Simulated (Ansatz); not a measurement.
Reaction (SMILES): C#N (CH-N) → CHN+ (doublet, bonded as C#N) + e-
B3LYP-D3(BJ)/def2-TZVP geometries, fixed; electronic energies without zero-point terms.

Energies in hartree at r2SCAN with Ansatz (a program for electronic structure); the adiabatic ionisation energy is their sum with the coefficients shown, times 27.2114 eV a hartree. All functions are spherical. The program fits the integrals of some runs and decomposes those of others, by size. Open shells are unrestricted. No added dispersion term, no relativity.

```tsv
species	coefficient	part	cc-pVDZ	cc-pVTZ	cc-pVQZ
C#N (CH-N)	-1	r2SCAN	-93.37291	-93.40176	-93.40826
CHN+ (doublet, bonded as C#N)	+1	r2SCAN	-92.88360	-92.90906	-92.91502
```

Question: Predict the adiabatic ionisation energy in cc-pV5Z (X = 5): let each r2SCAN step shrink by the ratio of the last two. Compare with the run.

Answer: 
- C#N (CH-N): steps -0.02885 and -0.00650, ratio 0.225, so r2SCAN -93.40972 (run: -93.41035).
- CHN+ (doublet, bonded as C#N): steps -0.02546 and -0.00596, ratio 0.234, so r2SCAN -92.91641 (run: -92.91699).
Predicted 13.424 eV; the run in cc-pV5Z gives 13.425, a miss of -0.001. Keeping the value in cc-pVQZ, 13.422, would miss by -0.003. All sums are of the energies as printed.
